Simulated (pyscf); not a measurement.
`[SH][Ga]([Cl])[Cl]` + `[H][H]` -> `[SH2]` + `[Cl][GaH][Cl]` (four-centre exchange; singlet surface; Ga–S, H–H broken, H–S, Ga–H formed). Optimised with ωB97X-D3(BJ)/def2-SVP in PySCF. Energies in kcal/mol from the separated reactants.

```tsv
level	barrier	reaction energy
ωB97X-D3(BJ)/def2-TZVP	31.4	+18.5
PBE/def2-TZVP	25.8	+15.5
r²SCAN/def2-TZVP	26.8	+17.0
B3LYP-D3(BJ)/def2-TZVP	30.5	+15.9
M06-2X/def2-TZVP	31.9	+18.5
ωB97M-D3(BJ)/def2-TZVP	31.6	+14.3
```

The functionals in the table span 6.1 kcal/mol in this barrier, from PBE to M06-2X. On the product side the descent ends in an adduct with a Ga–S contact, 17.1 kcal/mol under the separated species and 30.0 kcal/mol under the saddle at ωB97X-D3(BJ)/def2-TZVP. What is counted as broken (Ga–S) persists as a longer contact in the product adduct; parting that adduct is a step of its own. One saddle was located; it need not be the lowest between these sides. Elements up to Kr have no core potential and no relativistic terms here.
